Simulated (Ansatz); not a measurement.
TlInSe₂ (I4/mcm, No. 140): band gap by level of theory

The reference, 1.12 eV (measured, temperature not stated, no zero-point or thermal correction, thermal gap; as tabulated in arXiv:0804.1639), is not set against levels without spin–orbit coupling, which matters for this solid.

```
level (code)                      value (eV)
-----------------------------  -------------
LDA (Ansatz)                            0.45
PBEsol+SOC (Ansatz)                        ?
B3LYP (VWN-RPA form) (Ansatz)           1.61
HSE06+SOC (Ansatz)             0.91 (direct)
PBE0 (Ansatz)                           1.73
```

**Question.** What belongs in the gaps?

**Answer.** 
- PBEsol+SOC (Ansatz, an electronic-structure program), value (eV): 0.31 (direct)

Computed values are for a static lattice. Spin–orbit coupling is included only where a level's name says +SOC; with heavier elements it mostly lowers gaps and can invert bands.  Values are at the measured cell. Cutoffs and k meshes differ between the levels. Ansatz's density-functional and Hartree–Fock values are scalar-relativistic unless marked +SOC, with PAW data made under PBE.
